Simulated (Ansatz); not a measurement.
# One elementary step

Start structure (Si$_{2}$H$_{6}$O, singlet), relaxed at PBE0-D4/def2-TZVP:

```
9
angstrom
Si 0.2770 1.5282 0.0245
Si 1.1058 -0.6683 0.4276
H -1.9426 1.1335 -1.2345
O -1.1327 0.6153 -1.1703
H -0.6596 1.3164 1.2177
H -0.0414 -1.6213 0.1717
H 2.2059 -1.1452 -0.4592
H 1.5410 -0.9014 1.8347
H -1.3535 -0.2572 -0.8122
```

The step: Si₂H₄ ([SiH][SiH3]) + H₂O → Si₂H₆O ([OH][SiH2][SiH3]); bonds formed: Si1–H3; dative contacts that become bonds: Si1–O4; bonds broken: H3–O4. Ansatz 0.2.0; basis: def2-TZVPP and def2-QZVPP; cores frozen in the correlated methods. Extrapolation: Hartree–Fock as exp(−7.88 √X), correlation as X^−2.97. Energies below are by CCSD(T) at an estimated basis limit (MP2 extrapolated from triple and quadruple zeta, plus CCSD(T) − MP2 in triple zeta).

(1) What are the electronic barrier and the energy of the step, from the start structure to the end structure? (Judge from chemistry; the value comes from the calculation.)

The T1 diagnostic stays at or below 0.016. The restricted Hartree–Fock reference is unstable towards an unrestricted one at one or more of these structures.

Answers

(1) By the calculation: Barrier 1.027 eV; step energy -2.429 eV (downhill); reverse barrier, their difference, 3.455 eV. Barrier and step energy count from the start structure, the reverse barrier from the end structure.

The saddle point: One imaginary mode of 1521i cm⁻¹.
```tsv
pair	start (Å)	saddle (Å)	end (Å)
Si1–H3	2.58	1.63	1.49
Si1–O4	2.06	1.91	1.65
H3–O4	0.96	1.26	2.60
```

Zero-point energy (harmonic, PBE0-D4): ZPE is 1.560 eV at the start and 1.417 eV at the saddle, so the barrier goes from 1.027 to 0.884 eV.

First-order rate constant out of the start structure at 498 K by transition-state theory, with harmonic vibrational free energies alone and no tunnelling: ΔA‡ = 0.901 eV, so k = (kB T/h) exp(−ΔA‡/kB T) ≈ 10^4 s⁻¹ (an order of magnitude at best: rotation, the number of equivalent paths and anharmonicity are left out).

Losses and insertions of silylenes and their heavier kin drive the gas-phase chemistry of silicon and germanium vapour deposition.

Labels in which every atom is bracketed show which atoms are joined, not bond orders.

For scale, one of the runs: CCSD(T)/def2-TZVPP, 199 basis functions, launched by `ansatz run in.yaml --threads 2 --pin off --events-out ev --progress --plain --max-ram 4352MiB`. Hardware: 2 CPU threads of an Arm Neoverse V1, shared host. Wall time 46 s; peak host memory 2.2 GiB.
